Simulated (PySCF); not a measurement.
Computed with core-valence-separated Tamm–Dancoff BHandHLYP/aug-pcX-1 (pcseg-1 on H) in PySCF, non-relativistic, gas phase, PBE0-D3(BJ)/def2-SVP geometry. BHandHLYP without relativity tends to put these K edges a few eV too low, so spacings mean more than positions.

Main lines of an unknown, eV (oscillator strength): C K: 282.5 (0.062), 282.6 (0.060), 285.3 (0.012), 285.6 (0.009), 285.9 (0.013); N K: 399.5 (0.019), 400.6 (0.007), 401.0 (0.005), 401.1 (0.002), 401.3 (0.004). Listed: the first five lines at most of each edge with a tenth or more of its strongest line's intensity; roots within 0.03 eV on the same or equivalent atoms are summed. Only the lowest roots were sought, and the top ones are left out.

Question: Which candidate gives them?
A. `CCN(C)C=C`
B. `C(C)C/N=C/C`
C. `CN[C@H](C)C=C`
D. `CCN=C(C)C`

Answer: C. 

- `C=C[C@@H](C)NC`: C K: 282.5 (0.062), 282.6 (0.060), 285.3 (0.012), 285.6 (0.009), 285.9 (0.013); N K: 399.5 (0.019), 400.6 (0.007), 401.0 (0.005), 401.1 (0.002), 401.3 (0.004). First C line listed at 282.5 eV, hole on the alkene CH carbon (1s→π*); first N line listed at 399.5 eV, hole on the secondary amine nitrogen.
- `C=CN(C)CC`: C K: 283.2 (0.051), 284.0 (0.071), 285.1 (0.008), 285.3 (0.010), 285.5 (0.018); N K: 400.5 (0.018), 401.7 (0.004), 402.0 (0.002), 402.2 (0.009), 402.3 (0.003). First C line listed at 283.2 eV, hole on the terminal =CH2 carbon (1s→π*); first N line listed at 400.5 eV, hole on the enamine nitrogen.
- `C/C=N/CCC`: C K: 283.1 (0.069), 285.2 (0.009), 285.4 (0.015), 285.5 (0.010), 285.9 (0.024); N K: 396.2 (0.060). First C line listed at 283.1 eV, hole on the imine carbon (1s→π*); first N line listed at 396.2 eV, hole on the imine nitrogen.
- `CCN=C(C)C`: C K: 283.2 (0.070), 285.2 (0.010), 285.4 (0.010), 285.9 (0.022), 286.0 (0.024); N K: 396.3 (0.056). First C line listed at 283.2 eV, hole on the imine carbon (1s→π*); first N line listed at 396.3 eV, hole on the imine nitrogen.

One conformer each; other structures than these candidates weren't tested.

Shape of the structure used: `[CH2:1]=[CH:2][C@@H:3]([CH3:4])[NH:5][CH3:6]`: C1–C2–C3–C4 112°, C2–C3–N5–C6 70°.
